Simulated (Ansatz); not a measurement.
C2H3FOS (`FC1(S)CO1`), relaxed with RKS PBE0-D4/def2-TZVP in Ansatz from a PBE-D4/def2-SVP geometry. The force threshold is 0.005 eV/Å; the program also tests the step.

Charge 0, multiplicity 1.

Start:

```xyz
8

F    -0.591   -1.331    0.886
C    -0.086   -0.201    0.312
S    -0.278    1.258    1.360
C    -0.087   -0.084   -1.152
O     1.099   -0.406   -0.377
H     0.532    0.777    2.345
H    -0.503   -0.923   -1.739
H    -0.086    0.910   -1.635
```

**Question.** How much energy does the relaxation release, and in how many steps? (Best estimate.)

**Answer.** Computed: 4.19 kJ/mol, in 6 steps.

**Question.** Which bonds change most? (Estimate.)

**Answer.** The calculation gave: C2–S3 from 1.806 to 1.777 Å; C4–H7 from 1.105 to 1.086 Å; C4–H8 from 1.105 to 1.086 Å; S3–H6 from 1.363 to 1.344 Å.

**Question.** Give the relaxed structure. (An estimate is asked.)

**Answer.** Computed: 
```xyz
8

F    -0.591   -1.318    0.864
C    -0.089   -0.192    0.308
S    -0.277    1.236    1.349
C    -0.089   -0.083   -1.140
O     1.087   -0.398   -0.373
H     0.534    0.775    2.317
H    -0.494   -0.913   -1.709
H    -0.082    0.893   -1.617
```
